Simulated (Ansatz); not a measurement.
## AlFH2O, SMILES [OH][AlH][F]: a search for lower mean-field states

Run with Ansatz 0.2.0, Python API.

Contents of `alfh2o.xyz`:
```text
5

O    -1.02172    0.32581   -0.32727
Al    0.47297   -0.13911    0.14410
F     0.77878   -1.56690    0.91206
H    -1.87114    0.62867   -0.61433
H     1.64110    0.75153   -0.11456
```

Script `states.py`:
```python
# -*- coding: utf-8 -*-
import ansatz as az
import numpy as np

molecule = az.Crystal.molecule_from_extxyz("alfh2o.xyz")
symbols = [site.symbol for site in molecule.cartesian_sites]

start = np.array([site.position_ang for site in molecule.cartesian_sites])
for factor in [1.0, 1.3]:
    xyz = (start - start.mean(axis=0)) * factor
    scaled = az.Crystal.molecule()
    for symbol, place in zip(symbols, xyz):
        scaled = scaled.atom(symbol, place.tolist())
    model = (
        scaled.calculation()
        .basis(gaussian="def2-SVP")
        .functional("pbe")
        .spin("collinear")
    )
    for search in ("off", "standard"):
        try:
            data = model.scf(lower_state_search=search).run().report
        except az.AnsatzError as error:
            print(f"x{factor} search {search}: {type(error).__name__}")
            continue
        state = data["mean_field"]["state"]
        print(f"all distances x{factor}, search {search:8s} E = {data['free_energy_ev']:.5f} eV  <S^2> = {abs(state['spin_squared']):.3f}  other states met: {len(data['mean_field']['others'])}")
```

```console
$ python states.py
all distances x1.0, search off      E = -11381.86764 eV  <S^2> = 0.000  other states met: 0
all distances x1.0, search standard E = -11381.86764 eV  <S^2> = 0.000  other states met: 0
all distances x1.3, search off      E = -11376.86172 eV  <S^2> = 0.000  other states met: 0
all distances x1.3, search standard E = -11376.86172 eV  <S^2> = 0.000  other states met: 2
```

Total energies depend on the basis set; only differences at equal settings carry meaning. The count of other states can hold repeated and symmetry-equivalent ends of the search; scaling all distances is a test, and for more than two atoms no physical path. The structure is a rough, unrelaxed start. It ran for 5.5 s on 1 thread of Arm Neoverse V1, on a shared host, peak memory 0.18 GiB.

(A comment or docstring line of the script was reworded after the run, the code is as it ran; lines on the test bed's own set-up are left out of the output.)
